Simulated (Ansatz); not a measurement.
# AlH₂+ (triplet): wave-function methods side by side at scale of all distances = 2.414, aug-cc-pVTZ

An exercise on one series of results from a longer session: the logs are not shown, and one member is left open.

Program: Ansatz 0.2.0, Gaussian basis. Level of theory: aug-cc-pVTZ, core rule «outside noble gas», up to 5 orbitals frozen. These are calculated values, not measurements.

To be run: UHF; CCSD(T) on ROHF; CCSD(T) on UHF; BCCD(T) on ROHF; CCSDT(Q) on ROHF; CCSDT(Q) on UHF; CASSCF and NEVPT2, 4 electrons in 6 orbitals; Full CI.

14 further runs of the same task are left out: 1 for a known fault of the program, 12 that didn't finish, 1 set aside as unsound or not needed.

### What is computed

The geometry derives from a PBE0/def2-TZVP stationary point (not a proven minimum). All distances are scaled together.

3 atoms, charge 1, spin multiplicity 3.

Atoms are counted from 1 here; the program's logs count them from 0.

No contacts short enough for the rule that draws bonds.

As a file:

```
atom    x (Å)     y (Å)     z (Å)
 Al1  0.00000   0.00000  -0.24646
  H2  0.00000   2.17158   3.29872
  H3  0.00000  -2.17158   3.29872
```

Set-up of the first run:

Input file in.yaml:

```yaml
crystal:
  periodic: [false, false, false]
  atoms:
    - {symbol: Al, position_ang: [0.000000, 0.000000, -0.246458]}
    - {symbol: H, position_ang: [0.000000, 2.171584, 3.298720]}
    - {symbol: H, position_ang: [0.000000, -2.171584, 3.298720]}
basis:
  gaussian: {orbitals: aug-cc-pVTZ}
total_charge: 1
magnetization: {spin_polarized: true, initial_magnetization: 2}
hamiltonian: {xc: hf}
output: {orbitals: {seedname: orbitals}}
```

The run is started by

```sh
$ ansatz run in.yaml --threads 1 --pin off --events-out ev --progress --plain --max-ram 2393MiB
```

Steps of the session up to this table: UHF; CCSD(T) on ROHF; CCSD(T) on UHF; BCCD(T) on ROHF; CCSDT(Q) on ROHF; CCSDT(Q) on UHF; CASSCF and NEVPT2, 4 electrons in 6 orbitals; Full CI.

One table of the session follows, with a row left open; its other results are not shown here.

| method | from FCI (kJ/mol) |
| --- | --- |
| ROHF | +105.0 |
| UHF | +105.0 |
| RMP2 | +31.1 |
| UMP2 | +31.1 |
| RCCSD | +0.1 |
| UCCSD | +0.1 |
| RCCSD(T) | 0.0 |
| UCCSD(T) | 0.0 |
| BCCD(T) | 0.0 |
| RCCSDT | 0.0 |
| UCCSDT | 0.0 |
| RCCSDT(Q) | 0.0 |
| UCCSDT(Q) | 0.0 |
| CASSCF valence | +8.3 |
| NEVPT2 valence | ? |
| FCI | 0 |

**Question.** Estimate the row for NEVPT2 valence.

**Answer.** from FCI (kJ/mol): +2.9. In the column «from FCI (kJ/mol)» it lies between UCCSD (+0.1) and CASSCF valence (+8.3).

Limits of these values: Levels on UHF freeze UHF's core orbitals, full CI those of ROHF, so the U rows can settle a little off it for that reason alone. Restricted and unrestricted rows rest on different reference determinants; where their highest levels disagree by more than a few hundredths of an eV, they describe different states and don't form one ladder.
